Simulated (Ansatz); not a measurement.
Ansatz (a quantum-chemistry and plane-wave program) input (PBE0/6-31G**): A basis named .json is the Basis Set Exchange file of that set (core-valence sets with the plain set on hydrogen).

Ansatz 0.2 input:
```yaml
crystal:
  periodic: [false, false, false]
  atoms:
    - {symbol: F, position_ang: [-0.00000000, -0.00000000, -0.10164744]}
    - {symbol: H, position_ang: [0.00000000, 0.00000000, 0.91482694]}
basis:
  gaussian:
    orbitals: 6-31G__.json
hamiltonian:
  xc: {name: PBE0}
total_charge: 1
magnetization: {spin_polarized: true, initial_magnetization: 1}
```

Output:

```
Functional definition: PBE0
integrals: 0.00 GiB planned
186 factors; their error is unknown
mean field: 0.05 GiB planned
mean field evaluation 1: about -2710.8749 eV, gradient 3.6e1 eV
mean field evaluation 2: about -2711.2346 eV, gradient 3.5e1 eV
mean field evaluation 4: about -2714.7651 eV, gradient 1.0e-1 eV
mean field evaluation 8: about -2714.7672 eV, gradient 1.2e-3 eV
mean field -2714.76724189 eV, -99.7658560042 hartree, gradient 6.1e-6 eV, S^2 0.751803; 0 other end points of the search recorded, 0 dependent functions left out
reference -2714.76724837 eV, -99.7658562423 hartree; 5, 4 occupied and 15, 16 virtual orbitals, 186 factors
Total energy: -2714.76724837 eV, -99.7658562423 hartree
```
